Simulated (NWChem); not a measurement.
# One shape, several levels: SO2F2 (sulfuryl fluoride)

Aim: a comparison of 3 runs (M06-L/6-311+G**, PBE0/6-311+G**, r2SCAN/6-311+G**) of SO2F2 (sulfuryl fluoride). 

Program for the calculation: NWChem 7.3.0.

### 1 The structure to begin with

The species is SO2F2 (5 atoms), meant as a singlet with charge 0. As SMILES, `O=S(=O)(F)F`. Geometry: relaxed at PBE0-D4/def2-TZVP.

Bond lengths: O1–S2 1.404 Å, S2–O3 1.404 Å, S2–F4 1.539 Å, S2–F5 1.539 Å. Angles: O1–S2–O3 124.9°, O1–S2–F4 108.1°, O1–S2–F5 108.1°, O3–S2–F4 108.1°, O3–S2–F5 108.1°, F4–S2–F5 95.6°.

### 2 Energy and forces at M06-L/6-311+G(d,p) (run 1)

job.nw

```
start job
title "F2O2S"
memory stack 880 mb heap 220 mb global 1100 mb
charge 0

geometry units angstrom noautosym nocenter noautoz
  O    -0.388200   -0.151100    1.421700
  S     0.070900   -0.096900    0.095900
  O     1.129600   -0.862200   -0.418700
  F    -1.140900   -0.267600   -0.837400
  F     0.328600    1.377800   -0.261400
end

basis spherical bse
  * library 6-311+G**
end

dft
  xc m06-l
  grid fine
  convergence energy 1e-08
  iterations 100
  mulliken
end

task dft gradient
```

The run is started by

```bash
nwchem job.nw > job.out
```

The program printed:

```text
[...]
          Wavefunction type:  closed shell.
          No. of atoms     :     5
          No. of electrons :    50
[...]
          Charge           :     0
          Spin multiplicity:     1
[...]
          AO basis - number of functions:   118
[...]
              XC Information
              --------------
                        M06-L Method XC Functional
                         M06-L Exchange Functional  1.000
                       M06-L Correlation Potential  1.000
[...]
 d= 0,ls=0.0,diis     1   -748.0504511119 -1.04D+03  4.50D-02  2.92D+00     1.8
[...]
 d= 0,ls=0.0,diis    11   -748.3181262157 -1.32D-09  4.51D-07  3.95D-09    16.8
         Total DFT energy =     -748.318126215712
      One electron energy =    -1612.765782183277
           Coulomb energy =      636.610715234230
    Exchange-Corr. energy =      -63.999161555880
 Nuclear repulsion energy =      291.836102289215
[...]
      Total Density - Mulliken Population Analysis
     ---------------------------------------------
    Atom       Charge   Shell Charges
 -----------   ------   -------------------------------------------------------
    1 O    8     8.19   1.09  0.91  0.92  1.06  2.07  0.88  1.44 -0.15 -0.05  0.02
    2 S   16    15.44   0.78  1.19  0.95  1.04  1.06  0.10  1.84  4.05  0.97  1.82  0.76  0.03  0.05  0.81
    3 O    8     8.19   1.09  0.91  0.92  1.06  2.07  0.88  1.44 -0.15 -0.05  0.02
    4 F    9     9.09   1.08  0.92  1.14  1.12  2.39  0.89  1.71 -0.13 -0.04  0.01
    5 F    9     9.09   1.08  0.92  1.14  1.12  2.39  0.89  1.71 -0.13 -0.04  0.01
[...]
  wavefunction    = closed shell
                         DFT ENERGY GRADIENTS
    atom               coordinates                        gradient
                 x          y          z           x          y          z
   1 O      -0.733592  -0.285538   2.686623    0.009577  -0.000185  -0.023929
   2 S       0.133982  -0.183114   0.181225   -0.010264   0.014031  -0.013989
   3 O       2.134634  -1.629322  -0.791228   -0.019226   0.013332   0.010979
   4 F      -2.155988  -0.505691  -1.582457    0.024571   0.002766   0.019209
   5 F       0.620964   2.603664  -0.493974   -0.004658  -0.029944   0.007730
[...]
```

Wall time 23 s (1 thread of AMD EPYC 9R45 (Zen 5), shared host); peak memory 0.13 GiB.

### 3 Energy and forces at PBE0/6-311+G(d,p) (run 2)

mol.xyz

```xyz
5

O     -0.388200    -0.151100     1.421700
S      0.070900    -0.096900     0.095900
O      1.129600    -0.862200    -0.418700
F     -1.140900    -0.267600    -0.837400
F      0.328600     1.377800    -0.261400
```

run.py

```python
from ase.io import read
from ase.calculators.nwchem import NWChem

atoms = read('mol.xyz')

calc = NWChem(
    label='mol',
    theory='dft',
    memory='2200 mb',
    basis='6-311+G**',
    basispar='spherical bse',
    dft={'xc': 'pbe0', 'mult': '1', 'grid': 'fine', 'convergence': 'energy 1e-08', 'iterations': '100', 'mulliken': None},
)
atoms.calc = calc

forces = atoms.get_forces()
print("Total energy (eV):", round(atoms.get_potential_energy(), 6))
print("forces (eV/A):")
for s, f in zip(atoms.symbols, forces):
    print(f"{s:2s} {f[0]:10.5f} {f[1]:10.5f} {f[2]:10.5f}")
print("dipole (e A):", atoms.get_dipole_moment().round(4))
```

The run is started by

```bash
export ASE_NWCHEM_COMMAND="nwchem PREFIX.nwi > PREFIX.nwo"
python run.py
```

The program printed:

```text
Total energy (eV): -20350.825884
forces (eV/A):
O    -0.41395   -0.00453    1.07009
S     0.38361   -0.52389    0.52286
O     0.85880   -0.60179   -0.47252
F    -1.04320   -0.13869   -0.80738
F     0.21474    1.26884   -0.31311
dipole (e A): [-0.0903  0.1235 -0.1223]
```

The calculator wrote mol.nwi:

```
title "mol"

permanent_dir mol

scratch_dir mol

start mol

geometry units angstrom nocenter noautosym noautoz
  O  -3.8819999999999999e-01 -1.5110000000000001e-01 1.4217000000000000e+00
  S  7.0900000000000005e-02 -9.6900000000000000e-02 9.5899999999999999e-02
  O  1.1295999999999999e+00 -8.6219999999999997e-01 -4.1870000000000002e-01
  F  -1.1409000000000000e+00 -2.6760000000000000e-01 -8.3740000000000003e-01
  F  3.2860000000000000e-01 1.3777999999999999e+00 -2.6140000000000002e-01
end

memory 2200 mb

basis spherical bse noprint
   * library 6-311+G**
end

dft
  xc pbe0
  mult 1
  grid fine
  convergence energy 1e-08
  iterations 100
  mulliken
end

task dft gradient
```

mol.nwo:

```text
Northwest Computational Chemistry Package (NWChem) 7.3.0
             --------------------------------------------------------

           Job information
           ---------------

    nwchem branch   = 7.3.0
    use scalapack   = T
    input           = mol.nwi
    prefix          = mol.
    data base       = mol/mol.db
    status          = startup
    nproc           =        1

           Memory information
           ------------------

    heap     =     72089594 doubles =      550.0 Mbytes
    stack    =     72089599 doubles =      550.0 Mbytes
    global   =    144179200 doubles =     1100.0 Mbytes (distinct from heap & stack)
    total    =    288358393 doubles =     2200.0 Mbytes
    verify   = yes
    hardfail = no

           Directory information
           ---------------------

  0 permanent = mol
  0 scratch   = mol

                                NWChem Input Module
                                -------------------

                                        mol
                                        ---

[... 86 lines left out ...]
  convergence criterion.
[... 17 lines left out ...]
          Convergence on gradient requested:  5.00D-04
[... 25 lines left out ...]
          Convergence aids based upon iterative change in
[... 28 lines left out ...]
 1-e energy   =   -1615.436986
[... 39 lines left out ...]
         Total DFT energy =     -747.879063035864
[... 2 lines left out ...]
    Exchange-Corr. energy =      -63.511238071962
[... 904 lines left out ...]
          Convergence on energy requested:  1.00D-08
[... 23 lines left out ...]
          Spatial weights used:  Erf1
[... 4 lines left out ...]
          total energy or number of iterations.
[... 18 lines left out ...]
                            NWChem DFT Gradient Module
                            --------------------------

                                        mol

  charge          =   0.00
  wavefunction    = closed shell

                         DFT ENERGY GRADIENTS

    atom               coordinates                        gradient
                 x          y          z           x          y          z
   1 O      -0.733592  -0.285538   2.686623    0.008050   0.000088  -0.020810
   2 S       0.133982  -0.183114   0.181225   -0.007460   0.010188  -0.010168
   3 O       2.134634  -1.629322  -0.791228   -0.016701   0.011703   0.009189
   4 F      -2.155988  -0.505691  -1.582457    0.020287   0.002697   0.015701
   5 F       0.620964   2.603664  -0.493974   -0.004176  -0.024675   0.006089

                 ----------------------------------------
                 |  Time  |  1-e(secs)   |  2-e(secs)   |
                 ----------------------------------------
                 |  CPU   |       0.01   |       3.70   |
                 ----------------------------------------
                 |  WALL  |       0.01   |       3.70   |
                 ----------------------------------------

 Task  times  cpu:       15.4s     wall:       15.4s
 Total times  cpu:       15.4s     wall:       15.4s
```

It took 17 s on 1 thread of AMD EPYC 9R45 (Zen 5), shared host; peak memory 0.12 GiB.

### 4 Energy and gradient at r2SCAN/6-311+G(d,p) (run 3)

a.nw

```
start a
memory total 2200 mb
charge 0
geometry units angstroms noautosym nocenter noautoz
O       -0.388200      -0.151100       1.421700
S        0.070900      -0.096900       0.095900
O        1.129600      -0.862200      -0.418700
F       -1.140900      -0.267600      -0.837400
F        0.328600       1.377800      -0.261400
end
basis "ao basis" spherical bse
* library 6-311+G**
end
dft
xc r2scan
grid fine
convergence energy 1e-08
iterations 100
mulliken
end
task dft gradient
```

The run is started by

```bash
nwchem a.nw > a.out
```

The program printed:

```text
[...]
          Wavefunction type:  closed shell.
          No. of atoms     :     5
          No. of electrons :    50
[...]
          Charge           :     0
          Spin multiplicity:     1
[...]
          AO basis - number of functions:   118
[...]
              XC Information
              --------------
                      r^2SCAN Method XC Functional
               r^2SCAN metaGGA Exchange Functional  1.000
                     r^2SCAN Correlation Potential  1.000
[...]
 d= 0,ls=0.0,diis     1   -747.9253462705 -1.04D+03  4.34D-02  3.28D+00     1.9
[...]
 d= 0,ls=0.0,diis    10   -748.1955220167 -5.21D-09  6.98D-07  1.60D-08    15.1
         Total DFT energy =     -748.195522016704
      One electron energy =    -1612.634131453903
           Coulomb energy =      636.447066708372
    Exchange-Corr. energy =      -63.844559560388
 Nuclear repulsion energy =      291.836102289215
[...]
      Total Density - Mulliken Population Analysis
     ---------------------------------------------
    Atom       Charge   Shell Charges
 -----------   ------   -------------------------------------------------------
    1 O    8     8.17   1.09  0.91  0.94  1.04  2.05  0.89  1.42 -0.14 -0.05  0.02
    2 S   16    15.52   0.77  1.19  0.93  1.05  1.06  0.09  1.85  4.03  0.98  1.83  0.87  0.02  0.03  0.79
    3 O    8     8.17   1.09  0.91  0.94  1.04  2.05  0.89  1.42 -0.14 -0.05  0.02
    4 F    9     9.07   1.08  0.92  1.16  1.10  2.37  0.90  1.69 -0.13 -0.03  0.01
    5 F    9     9.07   1.08  0.92  1.16  1.10  2.37  0.90  1.69 -0.13 -0.03  0.01
[...]
  wavefunction    = closed shell
                         DFT ENERGY GRADIENTS
    atom               coordinates                        gradient
                 x          y          z           x          y          z
   1 O      -0.733592  -0.285538   2.686623    0.012153   0.000307  -0.031899
   2 S       0.133982  -0.183114   0.181225   -0.008811   0.012037  -0.012004
   3 O       2.134634  -1.629322  -0.791228   -0.025574   0.018001   0.013831
   4 F      -2.155988  -0.505691  -1.582457    0.027942   0.003657   0.021643
   5 F       0.620964   2.603664  -0.493974   -0.005710  -0.034003   0.008429
[...]
```

Wall time 21 s (1 thread of AMD EPYC 9R45 (Zen 5), shared host); peak memory 0.13 GiB.

### 5 Overview of the runs

| run | level | energy (Eh) | dipole moment (D) | HOMO energy (eV) | LUMO energy (eV) | wall time |
| --- | --- | --- | --- | --- | --- | --- |
| 1 | M06-L/6-311+G** | -748.318126 | 0.87 | -9.34 | -1.22 | 23 s |
| 2 | PBE0/6-311+G** | -747.879063 | 0.94 | -10.79 | -0.70 | 17 s |
| 3 | r2SCAN/6-311+G** | -748.195522 | 0.94 | -9.43 | -1.30 | 21 s |

### 6 Results

| quantity | value |
| --- | --- |
| run 3: total energy | -748.19552 Eh |
| run 3: dipole moment | 0.94 D |
| run 3: HOMO energy | -9.43 eV |
| run 3: LUMO energy | -1.30 eV |
| run 3: HOMO–LUMO gap | 8.12 eV |
| run 3: largest force on an atom | 1.827 eV/Å |

What this shows: The dipole moment (its size) runs from 0.87 D (M06-L/6-311+G**) to 0.94 D (r2SCAN/6-311+G**). The HOMO–LUMO gap runs from 8.12 eV (r2SCAN/6-311+G**) to 10.08 eV (PBE0/6-311+G**). Totals of different functionals can't be ranked against each other. All runs together took 61 s, the longest 23 s.
